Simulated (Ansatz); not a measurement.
**Tin, alpha-Sn (diamond) under PBE: how the k-point mesh moves the result**

How fine must the k-point mesh be for energy and pressure to settle? The geometry was relaxed under PBE beforehand and stays fixed; 7 values are run, from 2×2×2 to 12×12×12. Wanted are the values from which on the energy stays within 10 and 1 meV/atom, and the pressure within 0.5 GPa, of the last run. Within the series other settings stay, but some runs also write fields, which adds to their time. Spin polarisation is left out.

Program: Ansatz 0.2.0. Level of theory: DFT PBE, plane waves with PAW, scalar-relativistic. These are calculated values, not measurements.

### Step 1. The starting structure

The structure is cubic, space group Fd-3m (No. 227). The conventional cell has a = 6.658 Å, b = 6.658 Å, c = 6.658 Å, α = 90.00°, β = 90.00°, γ = 90.00°. Sn (site symmetry -43m) is surrounded by 4 Sn at 2.88 Å.

Coordinates:

```cif
data_structure
_symmetry_space_group_name_H-M 'P 1'
_symmetry_Int_Tables_number 1
_cell_length_a 4.7078
_cell_length_b 4.7078
_cell_length_c 4.7078
_cell_angle_alpha 60.000
_cell_angle_beta 60.000
_cell_angle_gamma 60.000
_cell_volume 73.78
loop_
_atom_site_label
_atom_site_type_symbol
_atom_site_fract_x
_atom_site_fract_y
_atom_site_fract_z
_atom_site_occupancy
Sn1 Sn 0.50000 0.50000 0.50000 1
Sn2 Sn 0.75000 0.75000 0.75000 1
```

### Step 2. k-mesh 2×2×2

The run at 2×2×2.

The input, input.yaml:

```yaml
crystal:
  lattice:
    - [0.0, 3.3289000152, 3.3289000152]
    - [3.3289000152, 0.0, 3.3289000152]
    - [3.3289000152, 3.3289000152, 0.0]
  atoms:
    - { symbol: Sn, position: [0.5, 0.5, 0.5] }
    - { symbol: Sn, position: [0.75, 0.75, 0.75] }
hamiltonian:
  xc: pbe
  pseudopotentials:
    kind: paw
    azcp:
      Sn: "pseudopotentials/Sn.paw.azcp"
basis:
  ecutwfc: 420
  fft_grid_basis: typed
kpoints:
  mp_grid: { grid: [2, 2, 2], shift: [0, 0, 0] }
magnetization:
  spin_polarized: false
scf:
  occupations: { method: fermi_dirac, width: 0.1 }
  lower_state_search: "off"
output:
  stress: true
```

Launch:

```sh
ansatz run input.yaml --threads 1 --pin off --max-ram 3584MiB --backend cpu --events-out ev --progress --plain --runs-dir out
```

### Step 3. k-mesh 3×3×3

The run at 3×3×3.

Changes to input.yaml since step 2:

```diff
@@ -18,3 +18,3 @@
 kpoints:
-  mp_grid: { grid: [2, 2, 2], shift: [0, 0, 0] }
+  mp_grid: { grid: [3, 3, 3], shift: [0, 0, 0] }
 magnetization:
```

### Step 4. k-mesh 4×4×4

The run at 4×4×4.

Changes to input.yaml since step 3:

```diff
@@ -18,3 +18,3 @@
 kpoints:
-  mp_grid: { grid: [3, 3, 3], shift: [0, 0, 0] }
+  mp_grid: { grid: [4, 4, 4], shift: [0, 0, 0] }
 magnetization:
@@ -26 +26,5 @@
   stress: true
+  write_density: true
+  write_potential: true
+  elf: true
+  volumetric_format: npy
```

### Step 5. k-mesh 5×5×5

The run at 5×5×5.

Changes to input.yaml since step 4:

```diff
@@ -18,3 +18,3 @@
 kpoints:
-  mp_grid: { grid: [4, 4, 4], shift: [0, 0, 0] }
+  mp_grid: { grid: [5, 5, 5], shift: [0, 0, 0] }
 magnetization:
```

### Step 6. k-mesh 7×7×7

The run at 7×7×7.

Changes to input.yaml since step 5:

```diff
@@ -18,3 +18,3 @@
 kpoints:
-  mp_grid: { grid: [5, 5, 5], shift: [0, 0, 0] }
+  mp_grid: { grid: [7, 7, 7], shift: [0, 0, 0] }
 magnetization:
@@ -26,5 +26 @@
   stress: true
-  write_density: true
-  write_potential: true
-  elf: true
-  volumetric_format: npy
```

### Step 7. k-mesh 9×9×9

The run at 9×9×9.

Changes to input.yaml since step 6:

```diff
@@ -18,3 +18,3 @@
 kpoints:
-  mp_grid: { grid: [7, 7, 7], shift: [0, 0, 0] }
+  mp_grid: { grid: [9, 9, 9], shift: [0, 0, 0] }
 magnetization:
```

### Step 8. k-mesh 12×12×12

The run at 12×12×12.

Changes to input.yaml since step 7:

```diff
@@ -18,3 +18,3 @@
 kpoints:
-  mp_grid: { grid: [9, 9, 9], shift: [0, 0, 0] }
+  mp_grid: { grid: [12, 12, 12], shift: [0, 0, 0] }
 magnetization:
@@ -26 +26,5 @@
   stress: true
+  write_density: true
+  write_potential: true
+  elf: true
+  volumetric_format: npy
```

(Steps that only read results are left out.)

Before running it: what results should come out? Wanted: pressure at 12×12×12.

**Answer**, as computed:

```
                                           quantity                        value
      E(σ → 0) stays within 10 meV/atom of 12×12×12                from 7×7×7 on
                   E(σ → 0) stays within 1 meV/atom  not reached before 12×12×12
                      pressure stays within 0.5 GPa                from 5×5×5 on
                               pressure at 12×12×12                    -0.02 GPa
                    CPU time, dearest over cheapest                           14
energy of a separate run on a finer mesh (14×14×14)  -0.1 meV/atom from 12×12×12
```

What this shows: At 2×2×2 the energy differs by +945.8 meV/atom and the pressure by +7.4 GPa. The energy has not settled to 1 meV/atom before the last mesh. A Fermi surface needs many points. A run on a finer mesh agrees with the yardstick to 1 meV/atom. The cell taken over is 8 % larger than the measured one (34.19 Å³/atom, COD).
